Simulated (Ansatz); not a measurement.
**Cadmium, hcp under BLYP: ground state and equation of state**

What does BLYP give for cadmium in the hcp structure? We relax it, solve it on a dense k-mesh, switch on spin-orbit coupling, then scale the cell to 7 volumes from 88 to 112 % of the relaxed one and try a fit of the equation of state. The k-meshes are 12×12×6 for the relaxation; 19×19×8 for the dense run; 12×12×5 for spin-orbit coupling; 19×19×8 for the volumes. It starts from a deposited cell (COD).

Program: Ansatz 0.2.0. Level of theory: DFT BLYP, plane waves (420 eV) with PAW, scalar-relativistic; PAW files made under PBE, frozen cores solved again for the functional. These are calculated values, not measurements.

**1. The starting structure**

Symmetry: P6_3/mmc, No. 194, hexagonal system. The conventional cell has a = 2.979 Å, b = 2.979 Å, c = 5.618 Å, α = 90.00°, β = 90.00°, γ = 120.00°. Cd (site symmetry -6m2) has 12 Cd at 2.98 to 3.29 Å as nearest neighbours.

As a file:

```
CELL_PARAMETERS angstrom
2.97887 0.00000 0.00000
-1.48944 2.57978 0.00000
0.00000 0.00000 5.61765
ATOMIC_POSITIONS crystal
Cd 0.33333 0.66667 0.25000
Cd 0.66667 0.33333 0.75000
```

**2. Geometry optimisation**

input.yaml

```yaml
crystal:
  lattice:
    - [2.9788725081, 0.0, 0.0]
    - [-1.489436254, 2.5797792666, 0.0]
    - [0.0, 0.0, 5.61765]
  atoms:
    - { symbol: Cd, position: [0.3333333333, 0.6666666667, 0.25] }
    - { symbol: Cd, position: [0.6666666667, 0.3333333333, 0.75] }
hamiltonian:
  xc: blyp
  pseudopotentials:
    kind: paw
    azcp:
      Cd: "pseudopotentials/Cd.paw.azcp"
basis:
  ecutwfc: 420
  fft_grid_basis: typed
kpoints:
  mp_grid: { grid: [12, 12, 6], shift: [0, 0, 0] }
magnetization:
  spin_polarized: false
scf:
  occupations: { method: fermi_dirac, width: 0.1 }
relax:
  max_steps: 60
  f_tol: 0.01
  cell: {}
```

Further steps of the session: The energy on a finer k-mesh; A two-component run at the same geometry; The cell scaled to 88 % of its volume; The cell scaled to 92 % of its volume; The cell scaled to 96 % of its volume; The cell scaled to 100 % of its volume; The cell scaled to 104 % of its volume; The cell scaled to 108 % of its volume; The cell scaled to 112 % of its volume.

What does the calculation give? Wanted: space group; conventional cell; volume; shortest distance; gap on the mesh; V₀, B₀, B₀′.

**Answer**, as computed:

```
                      quantity                                   value
space group (spins left aside)                      P6_3/mmc (No. 194)
             conventional cell  a = 3.097 Å, c = 6.420 Å (c/a = 2.073)
                        volume                          26.669 Å³/atom
             shortest distance                                 3.097 Å
   against the measured volume                +23.5 % (21.585 Å³/atom)
               gap on the mesh            none (levels filled in part)
                   V₀, B₀, B₀′             26.632 Å³/atom, 20 GPa, 9.3
```

What this shows: Against experiment, BLYP misses the volume by +23.5 %. Levels at the Fermi energy are filled in part, as in a metal. The total energy of the spin-orbit run lies -2.7 eV/atom from the scalar one, but the two kinds of run don't share a zero of energy: only differences within one kind count. The fitted modulus is 20 GPa; letting shape and positions relax at each volume could only lower it.
